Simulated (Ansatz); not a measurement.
# SiHF2 (SMILES F[SiH]F): the electronic atomisation energy, rung by rung

The species is SiHF2 (4 atoms), meant as a doublet with charge 0. SMILES: `F[SiH]F`. Geometry: relaxed at GFN2-xTB.

```xyz
4

F     1.2269    0.6530   -0.4103
Si   -0.0281   -0.3429   -0.3011
F    -1.2342    0.7162   -0.2528
H     0.0353   -1.0263    0.9641
```

Quantity: the electronic atomisation energy, in eV. The values are calculated. Electronic energies at fixed atoms, without zero-point motion or spin-orbit coupling.

```tsv
level	kind	program	value (eV)	less FCI/STO-3G
UBLYP/STO-3G	GGA	Ansatz	15.05	+4.16
UPBE0/STO-3G	global hybrid	Ansatz	13.95	+3.06
UCAM-B3LYP/STO-3G	range-separated hybrid	Ansatz	14.29	+3.40
UB2PLYP/STO-3G	double hybrid	Ansatz	12.82	+1.93
RPA@PBE/STO-3G	RPA	Ansatz	9.59	-1.30
UCCSD(T)/STO-3G	coupled cluster or CI	Ansatz	10.87	-0.02
UCCSD/STO-3G	coupled cluster or CI	Ansatz	10.74	-0.15
UCCSDT/STO-3G	coupled cluster or CI	Ansatz	10.89	0.00
FCI/STO-3G	exact in the basis	Ansatz	10.89	0.00
```

FCI/STO-3G is exact within its basis and frozen core, so for wave-function methods in that basis the difference is their error; functionals converge differently with the basis, so for them it is only a difference. The values span 9.59 to 15.05 eV. All rows use very small basis sets, so even the best lies far from the true value.
